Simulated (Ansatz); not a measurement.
**A ladder of methods for CH2P2 (SMILES P#CP)**

CH2P2: 5 atoms, total charge 0, spin state singlet. As SMILES, `P#CP`. Geometry: relaxed at GFN2-xTB.

```xyz
5

P    -0.1843   -1.5262    1.8555
C    -0.1794   -0.4633    0.7115
P    -0.3452    0.8380   -0.4454
H    -0.3139    0.0252   -1.5859
H     1.0227    1.1262   -0.5357
```

Quantity: the energy change with the C2–P3 bond stretched from 1.749 to 4.373 Å, in eV. The values are calculated.

```tsv
level	kind	program	value (eV)	less FCI/STO-3G	CPU time (all runs)
PBE/STO-3G (restricted)	GGA	Ansatz	6.11	+1.82	3.5 s
r2SCAN/STO-3G (restricted)	meta-GGA	Ansatz	6.41	+2.12	9.5 s
PBE0/STO-3G (restricted)	global hybrid	Ansatz	7.10	+2.81	2.7 s
CAM-B3LYP/STO-3G (restricted)	range-separated hybrid	Ansatz	7.72	+3.43	3.2 s
wB97M-V/STO-3G (restricted)	range-separated hybrid	Ansatz	8.09	+3.80	43 s
B2PLYP/STO-3G (restricted)	double hybrid	Ansatz	5.53	+1.24	4.4 s
RPA@PBE/STO-3G (restricted)	RPA	Ansatz	4.70	+0.41	5 s
CCSDTQ/STO-3G (restricted)	coupled cluster or CI	Ansatz	4.30	+0.01	28 s
FCI/STO-3G	exact in the basis	Ansatz	4.29	0.00	2.4 min
```

FCI/STO-3G is exact within its basis and frozen core, so for wave-function methods in that basis the difference is their error; functionals converge differently with the basis, so for them it is only a difference. The first shape isn't each level's own minimum. The values span 4.29 to 8.09 eV. All rows use very small basis sets, so none should be taken for the real molecule's value. Times are those of the runs behind each value, whatever else they computed, on shared processors of several kinds: orders of magnitude only.
